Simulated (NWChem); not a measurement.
System: acetonitrile (C2H3N); SMILES CC#N

Computed with NWChem. Pople sets run with spherical d functions. The level has its own optimisation; frequencies are unscaled.

Estimate the computed values for Hartree-Fock/6-31G*. Quantities: r C–C (Å); r C–H (Å); r C–N (Å); highest harmonic frequency (cm⁻¹); lowest (cm⁻¹); zero-point energy (kcal/mol); dipole (D).


| Item | Value |
|---|---|
| r C–C (Å) | 1.467 |
| r C–H (Å) | 1.082 |
| r C–N (Å) | 1.135 |
| highest harmonic frequency (cm⁻¹) | 3315 |
| lowest (cm⁻¹) | 426 |
| zero-point energy (kcal/mol) | 30.7 |
| dipole (D) | 4.04 |
